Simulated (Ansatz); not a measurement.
**One shape, several levels: PH3F+ (SMILES F[PH3+])**

Wanted: a comparison of 6 runs (UB3LYP/STO-3G, CCSDT/STO-3G, CCSD/STO-3G, CCSD(T)/STO-3G, UCCSD(T)/STO-3G, FCI/STO-3G) of PH3F+. 

The results are computed with Ansatz 0.2.0.

3 further runs of the same task are left out: 1 that didn't finish, 2 set aside as unsound or not needed.

## (1) Starting point

PH3F+: 5 atoms, total charge +1, spin state singlet. SMILES: `F[PH3+]`. The H5–P2 distance was set to 2.765 Å, away from the relaxed value. At this shape a bond of the SMILES string is far longer than usual.

Bond lengths: F1–P2 1.558 Å, P2–H3 1.382 Å, P2–H4 1.383 Å. Angles: F1–P2–H3 102.8°, F1–P2–H4 102.8°, H3–P2–H4 115.3°.

## (2) The energy at UB3LYP/STO-3G (run 1)

The input, in.yaml:

```yaml
crystal:
  periodic: [false, false, false]
  atoms:
    - {symbol: F, position_ang: [-1.961493, -0.980877, 0.139589]}
    - {symbol: P, position_ang: [-0.473413, -1.253657, -0.232191]}
    - {symbol: H, position_ang: [-0.557823, -1.659897, -1.550881]}
    - {symbol: H, position_ang: [-0.109873, -2.239567, 0.666619]}
    - {symbol: H, position_ang: [0.718590, 1.208890, 0.170830]}
basis:
  gaussian: {orbitals: STO-3G}
total_charge: 1
accuracy: high
hamiltonian: {xc: {name: B3LYP}}
magnetization: {spin_polarized: true, initial_magnetization: 0}
```

Launch:

```
ansatz run in.yaml --threads 1 --pin off --max-ram 2610MiB --events-out events.jsonl --progress --plain --runs-dir runs
```

Standard output:

```text
Warning: RAYON_NUM_THREADS=1 ignored (pool sized by the plan → 1); use --threads N
Functional definition: B3LYP
  name "B3LYP"
  parameter a0 = 0.2
  parameter ax = 0.72
  parameter ac = 0.81
  exchange = (1 - a0 - ax)*slater_x + ax*b88_x + a0*exact_x
  correlation = (1 - ac)*vwn_rpa_c + ac*lyp_c
289 factors; integrals over basis functions are off by at most 3.3e-8 eV
mean field evaluation 1: about -11891.5740 eV, gradient 2.0e1 eV
mean field evaluation 2: about -11836.3382 eV, gradient 7.9e1 eV
mean field evaluation 4: about -11895.3743 eV, gradient 9.2e0 eV
mean field evaluation 8: about -11896.8140 eV, gradient 6.6e0 eV
mean field evaluation 16: about -11897.3360 eV, gradient 1.2e-5 eV
mean field evaluation 32: about -11898.0884 eV, gradient 1.1e-1 eV
mean field -11898.08861199 eV, -437.2466916764 hartree, gradient 1.7e-8 eV, S^2 0.735446; 2 other end points of the search recorded, 0 dependent functions left out
reference -11898.08863822 eV, -437.2466926405 hartree; 13, 13 occupied and 4, 4 virtual orbitals, 289 factors
Total energy: -11898.08863822 eV, -437.2466926405 hartree
```

Wall time 2.6 s (1 thread of Intel Xeon Platinum 8559C (Emerald Rapids), shared host); peak memory 0.14 GiB.

## (3) The energy at CCSDT/STO-3G (run 2)

The input, input.yaml:

```yaml
basis:
  gaussian: {orbitals: STO-3G}
crystal:
  periodic: [false, false, false]
  atoms:
    - {symbol: F, position_ang: [-1.961493, -0.980877, 0.139589]}
    - {symbol: P, position_ang: [-0.473413, -1.253657, -0.232191]}
    - {symbol: H, position_ang: [-0.557823, -1.659897, -1.550881]}
    - {symbol: H, position_ang: [-0.109873, -2.239567, 0.666619]}
    - {symbol: H, position_ang: [0.718590, 1.208890, 0.170830]}
total_charge: 1
correlation: {method: ccsdt, frozen_orbitals: {F: 1, H: 0, P: 5}}
accuracy: high
scf: {omitted_lower_state_checks: [cluster_reference, increment]}
```

Launch:

```
ansatz run input.yaml --threads 1 --pin off --max-ram 2610MiB --events-out events.jsonl --progress --plain --runs-dir runs
```

Standard output, cut to the lines that bear on the results:

```text
Warning: RAYON_NUM_THREADS=1 ignored (pool sized by the plan → 1); use --threads N
Functional definition: HF
  name "HF"
[...]
289 factors; integrals over basis functions are off by at most 3.3e-8 eV
[...]
mean field -11869.52574892 eV, -436.1970258194 hartree, gradient 7.3e-9 eV, S^2 0.000000; 0 other end points of the search recorded, 0 dependent functions left out; unrestricted orbitals would lower it
6 core orbitals not correlated: weight in the atoms' cores, before any rotation towards them, 1.000 or more for the frozen orbitals, at most 0.000 for the correlated occupied ones
reference -11869.52574892 eV, -436.1970258194 hartree; 7, 7 occupied and 4, 4 virtual orbitals, 289 factors
second order -3.02430723 eV of doubles, -0.00000000 eV of singles
cycle   1  -3.07164065 eV  change   -9.5e-1 eV  update   1.6e-1
[...]
cycle  37  -5.27561581 eV  change  -9.4e-11 eV  update  3.4e-10
WARN: these amplitudes may be one of several solutions (largest doubles amplitude 0.70, level shift 5.98 eV)
Total energy: -11874.80136473 eV, -436.3909011245 hartree
Checks for a lower state left out: cluster_reference, increment
```

Run time: 0.18 s. Hardware: 1 thread of Intel Xeon Platinum 8559C (Emerald Rapids), shared host.

Runs 3 to 5 aren't shown in full; the table further down has their settings and results.

## (4) The energy at FCI/STO-3G (run 6)

The input, input.yaml:

```yaml
crystal:
  periodic: [false, false, false]
  atoms:
    - {symbol: F, position_ang: [-1.961493, -0.980877, 0.139589]}
    - {symbol: P, position_ang: [-0.473413, -1.253657, -0.232191]}
    - {symbol: H, position_ang: [-0.557823, -1.659897, -1.550881]}
    - {symbol: H, position_ang: [-0.109873, -2.239567, 0.666619]}
    - {symbol: H, position_ang: [0.718590, 1.208890, 0.170830]}
basis:
  gaussian: {orbitals: STO-3G}
total_charge: 1
correlation: {method: fci, frozen_orbitals: {F: 1, H: 0, P: 5}}
accuracy: high
```

Launch:

```
ansatz run input.yaml --threads 1 --pin off --max-ram 2610MiB --events-out events.jsonl --progress --plain --runs-dir runs
```

Standard output, cut to the lines that bear on the results:

```text
Warning: RAYON_NUM_THREADS=1 ignored (pool sized by the plan → 1); use --threads N
[... 2 set-up lines as earlier in the session ...]
[...]
289 factors; integrals over basis functions are off by at most 3.3e-8 eV
[...]
mean field -11869.52574892 eV, -436.1970258194 hartree, gradient 7.3e-9 eV, S^2 0.000000; 0 other end points of the search recorded, 0 dependent functions left out; unrestricted orbitals would lower it
[...]
unrestricted determinant -11872.34497344 eV, -436.3006304093 hartree, S^2 0.9497
6 core orbitals not correlated: weight in the atoms' cores, before any rotation towards them, 1.000 or more for the frozen orbitals, at most 0.000 for the correlated occupied ones
reference -11869.52574892 eV, -436.1970258194 hartree; 7, 7 occupied and 4, 4 virtual orbitals, 289 factors
state -11874.82200999 eV, -436.3916598236 hartree
Total energy: -11874.82200999 eV, -436.3916598236 hartree
```

Wall time 0.44 s (1 thread of Intel Xeon Platinum 8559C (Emerald Rapids), shared host).

## (5) Overview of the runs

```
run            level  frozen core orbitals  energy (Eh)  wall time
  1    UB3LYP/STO-3G                     –  -437.246693      2.6 s
  2     CCSDT/STO-3G                     6  -436.390901     0.18 s
  3      CCSD/STO-3G                     6  -436.377906     0.12 s
  4   CCSD(T)/STO-3G                     6  -436.393698     0.12 s
  5  UCCSD(T)/STO-3G                     6  -436.386283     0.22 s
  6       FCI/STO-3G                     6  -436.391660     0.44 s
```

## (6) Summary of results

```
                                          quantity          value
                               run 6: total energy  -436.39166 Eh
run 6: correlation energy (6 core orbitals frozen)     -194.6 mEh
```

**Reading.** Against full CI in this basis: CCSDT +0.8 mEh; CCSD +13.8 mEh; CCSD(T) -2.0 mEh; UCCSD(T) +5.4 mEh. In runs 3, 4 the T1 diagnostic is large, so a single reference may not serve. In runs 2, 3, 4 the log says that unrestricted orbitals would lower the reference, so the values rest on an unstable closed-shell determinant (other closed-shell runs at this shape may share the fault). In runs 1, 2, 3, 4, 5, 6 the basis is minimal, so the values are rough. Spin contamination of the reference: run 5 ⟨S²⟩ = 0.95, run 1 ⟨S²⟩ = 0.74. Where it is this large, the reference is a mixture of spin states, and values that rest on it are in doubt. All runs together took 3.7 s, the longest 2.6 s.
